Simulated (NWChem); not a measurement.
Program: NWChem. System: Li (-1), charge -1, spin multiplicity 1. Level: CCSD(T)/def2-TZVPD, no orbitals frozen.

Output (cleaned and shortened):

```
             Northwest Computational Chemistry Package (NWChem) 7.3.0
             --------------------------------------------------------

                                NWChem Input Module
                                -------------------

 Scaling coordinates for geometry "geometry" by  1.889725989
 (inverse scale =  0.529177249)

                             Geometry "geometry" -> ""
                             -------------------------

 Output coordinates in angstroms (scale by  1.889725989 to convert to a.u.)

  No.       Tag          Charge          X              Y              Z
 ---- ---------------- ---------- -------------- -------------- --------------
    1 Li                   3.0000     0.00000000     0.00000000     0.00000000

 Effective nuclear repulsion energy (a.u.)       0.0000000000

            Nuclear Dipole moment (a.u.)
            ----------------------------
        X                 Y               Z
 ---------------- ---------------- ----------------
     0.0000000000     0.0000000000     0.0000000000

      Symmetry information
      --------------------

 Group name             D2h
 Group number             26
 Group order               8
 No. of unique centers     1

      Symmetry unique atoms

     1


 Summary of "ao basis" -> "" (spherical)
 ------------------------------------------------------------------------------
       Tag                 Description            Shells   Functions and Types
 ---------------- ------------------------------  ------  ---------------------
 *                         def2-tzvpd                 on all atoms

 Summary of "ao basis" -> "ao basis" (spherical)
 ------------------------------------------------------------------------------
       Tag                 Description            Shells   Functions and Types
 ---------------- ------------------------------  ------  ---------------------
 Li                        def2-tzvpd                9       17   5s4p

                                 NWChem SCF Module
                                 -----------------

  ao basis        = "ao basis"
  functions       =    17
  atoms           =     1
  closed shells   =     2
  open shells     =     0
  charge          =  -1.00
  wavefunction    = RHF
  use symmetry    = T
  symmetry adapt  = T

 Summary of "ao basis" -> "ao basis" (spherical)
 ------------------------------------------------------------------------------
       Tag                 Description            Shells   Functions and Types
[...]
      Beta frozen virtuals :     0
         Spin multiplicity : singlet
    Number of AO functions :    17
       Number of AO shells :     9
        Use of symmetry is : on
      Symmetry adaption is : on
         Schwarz screening : 0.10D-09

          Correlation Information
          -----------------------
          Calculation type : Coupled-cluster singles & doubles w/ perturbation
   Perturbative correction : (T)
            Max iterations :      100
        Residual threshold : 0.10D-05
     T(0) DIIS level shift : 0.00D+00
     L(0) DIIS level shift : 0.00D+00
     T(1) DIIS level shift : 0.00D+00
     L(1) DIIS level shift : 0.00D+00
     T(R) DIIS level shift : 0.00D+00
     T(I) DIIS level shift : 0.00D+00
   CC-T/L Amplitude update :  5-th order DIIS
                I/O scheme : Global Array Library
        L-threshold :  0.10D-05
        EOM-threshold :  0.10D-05
 no EOMCCSD initial starts read in
 TCE RESTART OPTIONS
 SLICE:      F
 D4D5:       F
 quantumc:   F
 qrotation:  F
 pwtce:      F
 qducc:      F
 nacto:                         0
 nrotv:                         0
 nrot:                          0

            Memory Information
            ------------------
          Available GA space size is     249036511 doubles
          Available MA space size is     104856644 doubles

 Maximum block size supplied by input
 Maximum block size        24 doubles

 tile_dim =      4

 -------------------------------------------------

 Global array virtual files algorithm will be used

 Parallel file system coherency ......... OK

 4-electron integrals stored in orbital form

 v2    file size   =             4375
 4-index algorithm nr.  13 is used
 imaxsize =       30
 imaxsize ichop =        0


CCSD iterations
 ---------------------------------------------------------
 Iter          Residuum       Correlation     Cpu    Wall
 ---------------------------------------------------------
    1   0.0953324403230  -0.0466469898183     0.0     0.0
    2   0.0251370351050  -0.0579577167088     0.0     0.0
    3   0.0123118253949  -0.0620715681818     0.0     0.0
    4   0.0068163753969  -0.0639284136390     0.0     0.0
    5   0.0038396038841  -0.0648473257123     0.0     0.0
    6   0.0003040867380  -0.0658711692872     0.0     0.0
    7   0.0001566735893  -0.0658780771712     0.0     0.0
    8   0.0000905588498  -0.0658804531545     0.0     0.0
    9   0.0000545317262  -0.0658818527708     0.0     0.0
   10   0.0000331049946  -0.0658828496747     0.0     0.0
   11   0.0000034281989  -0.0658844070534     0.0     0.0
   12   0.0000015221465  -0.0658848171514     0.0     0.0
   13   0.0000007778500  -0.0658850086465     0.0     0.0
 -----------------------------------------------------------------
 Iterations converged
 CCSD correlation energy / hartree =        -0.065885008646457
 CCSD total energy / hartree       =        -7.484701008331967

 Singles contributions

 Doubles contributions
     4b1u (alpha)     4b1u (beta ) ---     2ag  (alpha)     2ag  (beta )       -0.1300970277
     4b1u (alpha)     8b1u (beta ) ---     2ag  (alpha)     2ag  (beta )       -0.1080901537
     8b1u (alpha)     4b1u (beta ) ---     2ag  (alpha)     2ag  (beta )       -0.1080901537
     5b2u (alpha)     5b2u (beta ) ---     2ag  (alpha)     2ag  (beta )       -0.1300970277
     5b2u (alpha)     7b2u (beta ) ---     2ag  (alpha)     2ag  (beta )       -0.1080901537
     7b2u (alpha)     5b2u (beta ) ---     2ag  (alpha)     2ag  (beta )       -0.1080901537
     3b3u (alpha)     3b3u (beta ) ---     2ag  (alpha)     2ag  (beta )       -0.1300970277
     3b3u (alpha)     6b3u (beta ) ---     2ag  (alpha)     2ag  (beta )       -0.1080901537
     6b3u (alpha)     3b3u (beta ) ---     2ag  (alpha)     2ag  (beta )       -0.1080901537
 CCSD(T)
 Using plain CCSD(T) code
             total no. of tasks           11
 total no. of tasks / no. procs           11
                         wl_min          216           2.4
                         wl_max          384           2.7
        thresh for no. of tasks           11

 CCSD[T]  correction energy / hartree =        -0.000181413668231
 CCSD[T] correlation energy / hartree =        -0.066066422314688
 CCSD[T] total energy / hartree       =        -7.484882422000198
 CCSD(T)  correction energy / hartree =        -0.000175085063206
 CCSD(T) correlation energy / hartree =        -0.066060093709662
 CCSD(T) total energy / hartree       =        -7.484876093395173

 Task  times  cpu:        0.1s     wall:        0.1s

 Total times  cpu:        0.1s     wall:        0.1s
```

**Question.** Write an NWChem input that would produce this output.

**Answer.** One answer among several that fit: 
```
start mol
memory heap 100 mb stack 700 mb global 1900 mb
charge -1
geometry units angstroms nocenter noautoz
  Li     0.000000     0.000000     0.000000
  symmetry group D2h
end
basis spherical
  * library def2-tzvpd
end
scf
  rhf
  nopen 0
  maxiter 100
  thresh 1e-7
  semidirect memsize 60000000 filesize 0
end
tce
  ccsd(t)
  2eorb
  2emet 13
  thresh 1e-6
  maxiter 100
  tilesize 24
end
task tce energy
```
